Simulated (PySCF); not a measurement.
# How the numerical set-up moves the result for BF⁻

The method stays; parts of the set-up, such as the basis or the Hamiltonian, are changed.

Method: each script names its method and basis; program: PySCF 2.14.0.

### 1 Where the work starts

BF⁻: 2 atoms, charge -1, spin multiplicity 2.

Bond lengths: B1–F2 1.308 Å.

### 2 The base run

File input.py:

```python
from pyscf import gto, scf, cc

mol = gto.M(
    atom='B 0 0 0; F 0 0 1.308',
    basis='def2-svp',
    charge=-1,
    spin=1,
    verbose=3,
)
mf = scf.UHF(mol)
mf.kernel()
mycc = cc.CCSD(mf, frozen=2)
mycc.kernel()
e = mycc.eaccsd(nroots=3)[0]
print('roots (eV) =', (e*27.211386).round(3))
mf.dip_moment()
print('orbital energies (hartree):', [e[max(0, n-3):n+3].round(4) for e, n in zip(mf.mo_energy, mol.nelec)])
```

Command:

```bash
$ OMP_NUM_THREADS=1 python input.py
```

Its log is not repeated here.

It gives: E(SCF) = -123.928404 Eh, E(CCSD) − E(SCF) = -0.26193 Eh, ⟨S²⟩ = 0.759, attachment roots 9.211, 9.556, 10.263 eV.

The bond length is a typed value, not an optimised one. Positive EA roots mean that the added electron is unbound. The dipole of an ion depends on the origin.

### 3 Aug-cc-pvdz

Variant 1 changes basis set: def2-svp → aug-cc-pvdz.

File input.py:

```python
from pyscf import gto, scf, cc

mol = gto.M(
    atom='B 0 0 0; F 0 0 1.308',
    basis='aug-cc-pvdz',
    charge=-1,
    spin=1,
    verbose=3,
)
mf = scf.UHF(mol)
mf.kernel()
mycc = cc.CCSD(mf, frozen=2)
mycc.kernel()
e = mycc.eaccsd(nroots=3)[0]
print('roots (eV) =', (e*27.211386).round(3))
mf.dip_moment()
print('orbital energies (hartree):', [e[max(0, n-3):n+3].round(4) for e, n in zip(mf.mo_energy, mol.nelec)])
```

Command:

```bash
$ OMP_NUM_THREADS=1 python input.py
```

### 4 Jorge-dzp

Variant 2 changes basis set: def2-svp → jorge-dzp.

input.py: that of step 2 with these lines changed.

```diff
@@ -4,3 +4,3 @@
     atom='B 0 0 0; F 0 0 1.308',
-    basis='def2-svp',
+    basis='jorge-dzp',
     charge=-1,
```

### 5 6-311g**

Variant 3 changes basis set: def2-svp → 6-311g**.

input.py: that of step 2 with these lines changed.

```diff
@@ -4,3 +4,3 @@
     atom='B 0 0 0; F 0 0 1.308',
-    basis='def2-svp',
+    basis='6-311g**',
     charge=-1,
```

Before running it: what results should come out? Wanted: for each run, E(SCF); from base; gap, α spin; after the SCF.

The runs gave:

```
        run  E(SCF) (hartree)  from base (eV)  gap, α spin (eV)  functions                                   after the SCF
       base       -123.928404               0              8.48         28  CCSD correlation -7.127 eV, first root 9.21 eV
aug-cc-pvdz       -124.074478         -3.9749              3.60         46  CCSD correlation -7.902 eV, first root 4.33 eV
  jorge-dzp       -124.057942         -3.5249              7.84         30  CCSD correlation -7.067 eV, first root 8.78 eV
   6-311g**       -124.059305         -3.5620              8.42         36  CCSD correlation -7.765 eV, first root 9.22 eV
```

The highest filled level of this anion is positive, so the basis alone holds the extra electron and these numbers hang on it. The largest comparable shift of the SCF energy, -3.975 eV, comes with the run “aug-cc-pvdz”. aug-cc-pvdz (46 functions) gives an energy 3.97 eV lower than def2-svp (28). jorge-dzp (30 functions) gives an energy 3.52 eV lower than def2-svp (28). 6-311g** (36 functions) gives an energy 3.56 eV lower than def2-svp (28). The dearest run is “aug-cc-pvdz”, at 9.6 s against 2.5 s.
